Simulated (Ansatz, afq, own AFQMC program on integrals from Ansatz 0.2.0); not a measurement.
Where AFQMC and coupled cluster stand for PF, triplet

```json
{"atom": "F", "x (Å)": "0.0000", "y (Å)": "0.0000", "z (Å)": "0.0000"}
{"atom": "P", "x (Å)": "0.0000", "y (Å)": "0.0000", "z (Å)": "2.2340"}
```

Basis cc-pVDZ. Noble-gas cores (and the filled d shells of Ga–Kr and In–Xe) are frozen. Ansatz 0.2.0 and our own AFQMC program on the same integrals; the CISD trial comes from CCSD amplitudes, and released means the phaseless constraint is let go. ± is one standard error of the sampling.

Determinant: ROHF, the one that the program's search chose, which needn't be the lowest solution. The geometry is a point of a scan.

No full CI on the walks' own integrals is used here; CCSDT(Q) serves as the reference and is uncertain by about the last step of the cluster series.

Cautions: lower spins were not checked; higher spins were not checked; a spin-contaminated unrestricted determinant lies lower (UHF 613 meV lower, ⟨S²⟩ 2.61); strong correlation (T1 0.041, weight of the determinant 0.86, largest double 0.16).

The T1 diagnostic is 0.0413. The weight of the determinant in the CISD state is 0.856 and the size of the correlated space is 12 electrons in 26 orbitals.

Reference: CCSDT(Q), correlation energy -8.541 eV. The released energy is read at 1.62 1/Eh, later times being too noisy (meV from the phaseless value at times in 1/Eh: -44 ± 30 at 0.24, -106 ± 28 at 0.51, -69 ± 34 at 0.99, -41 ± 48 at 1.62, -45 ± 74 at 2.40).

```tsv
level	E − E(reference) (kJ/mol)	share of correlation (%)
HF	824.1	0.00
MP2	85.8	89.59
CCSD	33.1	95.98
CCSD(T)	6.8	99.18
CCSDT	3.2	99.61
ph-AFQMC/HF	-2.3 ± 7.5	100.28
ph-AFQMC/CISD	5.3 ± 2.7	99.36
released AFQMC	1.4 ± 4.6	99.83
```

A walk keeps the symmetry of its determinant, which the program's search chose and which needn't be the lowest solution, so a lower state of the same spin and another symmetry isn't excluded. Released energies are given only where the last usable release times agree within the noise; a slower fall can still hide under it.
